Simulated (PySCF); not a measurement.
## Stretching AlC

Set-up: Al 6-31G(d,p), C 6-31G(d,p); no relativity (PySCF 2.14). Energies in eV from Al + C in their ground configurations at the same level. State: ⁴Σ⁻ (quartet), unpaired electrons σ ↑, π ↑↑.

All columns are PBE0. A positive dipole means Al(−)C(+).

| R (Å) | E (eV) | μ (D) | Mulliken charge on Al (basis-dependent) | HOMO (eV) | LUMO (eV) | Mayer bond order | ⟨S²⟩ |
| --- | --- | --- | --- | --- | --- | --- | --- |
| 1.696 | -2.717 | -0.50 | 0.13 | -6.18 | -3.05 | 1.63 | 3.75 |
| 1.775 | -3.131 | -0.69 | 0.17 | -6.23 | -2.88 | 1.55 | 3.75 |
| 1.854 | -3.360 | -0.90 | 0.21 | -6.27 | -2.74 | 1.47 | 3.75 |
| 1.913 | -3.440 | -1.07 | 0.23 | -6.29 | -2.64 | 1.41 | 3.75 |
| 1.972 | -3.463 | -1.25 | 0.25 | -6.31 | -2.56 | 1.36 | 3.75 |
| 2.031 | -3.440 | -1.44 | 0.27 | -6.32 | -2.48 | 1.31 | 3.75 |
| 2.110 | -3.359 | -1.71 | 0.30 | -6.31 | -2.40 | 1.26 | 3.75 |
| 2.209 | -3.200 | -2.05 | 0.32 | -6.29 | -2.33 | 1.20 | 3.75 |
| 2.327 | -2.961 | -2.46 | 0.34 | -6.15 | -2.28 | 1.14 | 3.75 |
| 2.485 | -2.606 | -2.99 | 0.35 | -5.84 | -2.27 | 1.09 | 3.75 |

A fit through these points gives, at Re = 1.969 Å, μ = -1.24 D and dμ/dR = -3.15 D/Å; the reduced mass is 8.306 u.

Task: How strong is the fundamental in the double-harmonic approximation, I = 42.26·(dμ/dR)²/μred km/mol?

Result: I = 42.26·(-3.15)²/8.306 = 50.5 km/mol at PBE0.

The state was picked by a PBE0 search and need not be the measured ground state.
